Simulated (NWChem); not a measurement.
System: chloromethane (CH3Cl); SMILES CCl

NWChem input:

```
start job
memory heap 200 mb stack 900 mb global 1100 mb
geometry units angstroms noautosym nocenter noautoz
  C      0.000000     0.000000    -1.110906
  Cl     0.000000     0.000000     0.664417
  H      0.732981     0.732981    -1.470125
  H      0.268290    -1.001270    -1.470125
  H     -1.001270     0.268290    -1.470125
end
basis spherical
  * library def2-svp
end
dft
  xc b3lyp
  iterations 150
  mulliken
end
task dft energy
esp
  recalculate
  probe 0.07
  range 0.3
  factor 1.0
  spacing 0.02
end
task esp
```

Output (shortened):

```
             Northwest Computational Chemistry Package (NWChem) 7.3.0
             --------------------------------------------------------

                             Geometry "geometry" -> ""
                             -------------------------

 Output coordinates in angstroms (scale by  1.889725989 to convert to a.u.)

  No.       Tag          Charge          X              Y              Z
 ---- ---------------- ---------- -------------- -------------- --------------
    1 C                    6.0000     0.00000000     0.00000000    -1.11090600
    2 Cl                  17.0000     0.00000000     0.00000000     0.66441700
    3 H                    1.0000     0.73298100     0.73298100    -1.47012500
    4 H                    1.0000     0.26829000    -1.00127000    -1.47012500
    5 H                    1.0000    -1.00127000     0.26829000    -1.47012500

 Effective nuclear repulsion energy (a.u.)      51.3434382480

                                 NWChem DFT Module
                                 -----------------

 Summary of "ao basis" -> "ao basis" (spherical)
 ------------------------------------------------------------------------------
       Tag                 Description            Shells   Functions and Types
 ---------------- ------------------------------  ------  ---------------------
 C                          def2-svp                 6       14   3s2p1d
 Cl                         def2-svp                 8       18   4s3p1d
 H                          def2-svp                 3        5   2s1p

            General Information
            -------------------
          SCF calculation type: DFT
          Wavefunction type:  closed shell.
          No. of atoms     :     5
          No. of electrons :    26
           Alpha electrons :    13
            Beta electrons :    13
          Charge           :     0
          Spin multiplicity:     1
          Use of symmetry is: off; symmetry adaption is: off
          Maximum number of iterations: 150
          AO basis - number of functions:    47
                     number of shells:    23
          Convergence on energy requested:  1.00D-06
          Convergence on density requested:  1.00D-05
          Convergence on gradient requested:  5.00D-04

              XC Information
              --------------
                         B3LYP Method XC Potential
                     Hartree-Fock (Exact) Exchange  0.200
                        Slater Exchange Functional  0.800 local
                    Becke 1988 Exchange Functional  0.720 non-local
              Lee-Yang-Parr Correlation Functional  0.810
                  VWN I RPA Correlation Functional  0.190 local

             Grid Information
             ----------------
          Grid used for XC integration:  medium
          Radial quadrature: Mura-Knowles
          Angular quadrature: Lebedev.
          Tag              B.-S. Rad. Rad. Pts. Rad. Cut. Ang. Pts.
          ---              ---------- --------- --------- ---------
          C                   0.70       49           7.0       434
          Cl                  1.00       88           8.0       590
          H                   0.35       45           7.0       434
          Grid pruning is: on
          Number of quadrature shells:   272
          Spatial weights used:  Erf1

      Superposition of Atomic Density Guess
      -------------------------------------

 Sum of atomic energies:        -498.44616675

      Non-variational initial energy
      ------------------------------

 Total energy =    -499.166539
 1-e energy   =    -788.483589
 2-e energy   =     237.973612
 HOMO         =      -0.376650
 LUMO         =       0.079815

     ---------------------------------------------
      Total Density - Mulliken Population Analysis
     ---------------------------------------------

    Atom       Charge   Shell Charges
 -----------   ------   -------------------------------------------------------
    1 C    6     6.01   1.99  0.93  0.24  1.84  0.98  0.03
    2 Cl  17    17.30   2.00  1.99  1.22  0.72  5.94  2.13  3.26  0.02
    3 H    1     0.90   0.68  0.19  0.02
    4 H    1     0.90   0.68  0.19  0.02
    5 H    1     0.90   0.68  0.19  0.02

[...]

                     NWChem Electrostatic Potential Fit Module
                     -----------------------------------------

 Atom parameters

 Number of atoms is                                    5
 Number of basis functions is                         47

 Grid parameters

 Maximum number of grid points is                  25547
 Number of grid points is                          25546
 Grid range                                     0.300000 nm
 Grid spacing                                   0.020000 nm
 Probe radius                                   0.070000 nm
 Atom radius factor                             1.000000

 Atomic radii

    1    0.100000
    6    0.147000
   17    0.169000
 FASTESP  F
  using M.O. file = ./job.movecs

    Atom              Coordinates                           Charge

                                                  ESP

    1 C     0.000000    0.000000   -0.111091   -0.005780
    2 Cl    0.000000    0.000000    0.066442   -0.186717
    3 H     0.073298    0.073298   -0.147013    0.063613
    4 H     0.026829   -0.100127   -0.147013    0.064442
    5 H    -0.100127    0.026829   -0.147013    0.064442
                                            ------------
                                                0.000000

 Dipole moment                                  0.757086

 Quadrupole moment Qxx                          0.432417
                   Qyy                          0.432417
                   Qzz                         -0.864834

 RMS deviation kJ/mol                           0.074916

 RRMS %                                        32.673621
```

Level: B3LYP/def2-SVP. Coordinates come from a PBE0/def2-SVP optimisation.
